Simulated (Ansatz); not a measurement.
A made-up structure of C$_{2}$H$_{4}$B (charge -1), closed shell:

C1  (-1.527, -1.040, -0.275)
B2  (-0.445, -0.303, -0.080)
C3  (0.838, 0.571, 0.151)
H4  (-2.402, -1.637, -0.433)
H5  (1.051, 1.232, -0.700)
H6  (-0.026, 0.690, 0.320)
H7  (1.737, -0.040, 0.303)
(Å)

It is relaxed with PBE-D4/def2-SVPD and then PBE0-D4/def2-TZVPD (Ansatz 0.2.0). Atoms count as bonded within 1.22 times the sum of their covalent radii (H–H: 0.88 Å). The end point is not checked to be a true minimum.

Does its bonding change? (Judge from chemistry; the calculation decides.)

By the calculation: Yes. Formed: none; broken: B2–H6.

Where it ends: The first stage lowers the energy by 4.48 eV in 9 steps. It ends as C₂H₄B ([CH][B][CH3]), total charge -1:
C1  (-1.589, -1.178, -0.397)
B2  (-0.541, -0.397, -0.188)
C3  (0.701, 0.530, 0.060)
H4  (-2.437, -1.810, -0.567)
H5  (0.983, 1.097, -0.836)
H6  (0.519, 1.268, 0.852)
H7  (1.591, -0.039, 0.362)
(Å)

Labels in which every atom is bracketed show which atoms are joined, not bond orders.

For scale, one of the runs: PBE0-D4/def2-TZVPD relaxation, 147 basis functions, launched by `ansatz run in.yaml --threads 2 --pin off --events-out ev --progress --plain --max-ram 4352MiB`. Hardware: 2 CPU threads of an Arm Neoverse V1, shared host. Wall time about 15 s.
